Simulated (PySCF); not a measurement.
Dissociation curve of HCl, singlet.

Levels of theory: RKS-PBE = PySCF with restricted PBE/cc-pVTZ; UKS-PBE = unrestricted PBE/cc-pVTZ (PySCF); UKS-wB97X-V = unrestricted wB97X-V/cc-pVTZ in PySCF; UCCSD(T) = CCSD(T) on UHF/cc-pVTZ, 5 core orbitals frozen run with PySCF 2.14.0.

Energies relative to the lowest point of each curve near equilibrium, in kJ/mol; the last columns give the difference from UCCSD(T):

| R / Å | RKS-PBE | UKS-PBE | UKS-wB97X-V | UCCSD(T) | RKS-PBE − UCCSD(T) | UKS-PBE − UCCSD(T) | UKS-wB97X-V − UCCSD(T) |
|---|---|---|---|---|---|---|---|
| 0.95 | 340.9 | 340.9 | 332.6 | 328.8 | 12.1 | 12.1 | 3.9 |
| 1.01 | 202.1 | 202.1 | 194.7 | 191.6 | 10.5 | 10.5 | 3.1 |
| 1.10 | 76.9 | 76.9 | 71.3 | 69.6 | 7.4 | 7.4 | 1.8 |
| 1.14 | 44.2 | 44.2 | 39.7 | 38.5 | 5.8 | 5.8 | 1.2 |
| 1.22 | 8.2 | 8.2 | 6.1 | 5.7 | 2.5 | 2.5 | 0.4 |
| 1.25 | 2.5 | 2.5 | 1.4 | 1.2 | 1.2 | 1.2 | 0.1 |
| 1.28 | 0.0 | 0.0 | 0.0 | 0.0 | 0.0 | 0.0 | 0.0 |
| 1.32 | 1.0 | 1.0 | 2.5 | 2.6 | -1.6 | -1.6 | -0.1 |
| 1.34 | 3.0 | 3.0 | 5.4 | 5.5 | -2.4 | -2.4 | -0.1 |
| 1.40 | 14.1 | 14.1 | 19.0 | 18.9 | -4.8 | -4.8 | 0.2 |
| 1.50 | 44.2 | 44.2 | 53.8 | 52.5 | -8.3 | -8.3 | 1.4 |
| 1.58 | 74.4 | 74.4 | 88.2 | 85.1 | -10.7 | -10.7 | 3.1 |
| 1.74 | 141.3 | 141.3 | 164.2 | 155.5 | -14.2 | -14.2 | 8.7 |
| 1.93 | 220.3 | 220.3 | 254.9 | 238.0 | -17.7 | -17.7 | 16.9 |
| 2.12 | 291.3 | 291.3 | 333.2 | 309.2 | -17.8 | -17.8 | 24.0 |
| 2.30 | 349.1 | 345.2 | 377.5 | 362.8 | -13.8 | -17.6 | 14.7 |
| 2.59 | 422.5 | 392.0 | 413.8 | 411.4 | 11.0 | -19.4 | 2.3 |
| 2.82 | 465.6 | 411.1 | 427.2 | 425.3 | 40.3 | -14.2 | 1.9 |
| 3.11 | — | 424.7 | 435.1 | 431.3 | — | -6.7 | 3.7 |
| 3.47 | — | 433.4 | 438.9 | 433.6 | — | -0.2 | 5.2 |
| 3.83 | — | 437.8 | 440.2 | 434.3 | — | 3.5 | 5.9 |
| 4.50 | — | 441.0 | 440.8 | 434.6 | — | 6.4 | 6.2 |
| 5.09 | — | 441.9 | 441.0 | 434.7 | — | 7.2 | 6.2 |

RKS-PBE is furthest from UCCSD(T) at 2.82 (40.3 kJ/mol, above); its mean absolute difference over the points is 10.1 kJ/mol.

UKS-PBE is furthest from UCCSD(T) at 2.59 (-19.4 kJ/mol, below); its mean absolute difference over the points is 8.4 kJ/mol.

UKS-wB97X-V is furthest from UCCSD(T) at 2.12 (24.0 kJ/mol, above); its mean absolute difference over the points is 4.8 kJ/mol.

A dash means that the run gave no value there, or that the column was ended at a point which the program doubted or which failed a test of continuity chosen for this set; such a test can also cut sound points.

The restricted form behind RKS-PBE keeps the bonding electrons paired and can't separate into open-shell fragments. The unrestricted determinant behind UKS-PBE is spin-contaminated at 2.30 to 5.09 Å (<S²> up to 1.0, against 0.00 for a pure singlet). The unrestricted determinant behind UKS-wB97X-V is spin-contaminated at 2.12 to 5.09 Å (<S²> up to 1.0, against 0.00 for a pure singlet). The unrestricted determinant behind UCCSD(T) is spin-contaminated at 1.74 to 5.09 Å (<S²> up to 1.0, against 0.00 for a pure singlet).
